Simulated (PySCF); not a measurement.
# Substituent effects on chemical shifts

Parent skeleton `[F:1][CH2:2][F:3]`; one hydrogen on atom 2 is replaced by X. Hydrogens on one atom are averaged.

All values are calculated (PySCF 2.14): σ from GIAO-PBE0/pcSseg-1, structure optimised with GFN2-xTB. One conformer, non-relativistic Hamiltonian, one averaged value for each set of equivalent atoms, gas phase.

Scale: 19F (170.95 ppm) vs CFCl3; 13C (186.93 ppm) and 1H (31.72 ppm) against TMS (reference shieldings calculated alike).

Parent (X = H): F1/F3 -157.4, C2 113.6, H(C2) 6.05 ppm. Effects are Δδ = δ(X) − δ(H), positive for deshielding.

**Question.** Give Δδ (ppm) for X = C2F5, CCl3, propynyl, CH2NH2.

**Answer.** 
```csv
X,SMILES,F1/F3,C2,H(C2)
C2F5,FC(F)C(F)(F)C(F)(F)F,+6.0,+3.5,+0.25
CCl3,FC(F)C(Cl)(Cl)Cl,+22.5,+5.6,+0.06
propynyl,CC#CC(F)F,+33.6,-3.5,+0.46
CH2NH2,NCC(F)F,+14.7,+11.8,+0.09
```

**Question.** Which position responds most, and to which substituents?

**Answer.** F1/F3: from +6.0 ppm with C2F5 to +33.6 ppm with propynyl.

Unscaled 19F shifts against computed CFCl3 carry errors that often reach 10 to 50 ppm.
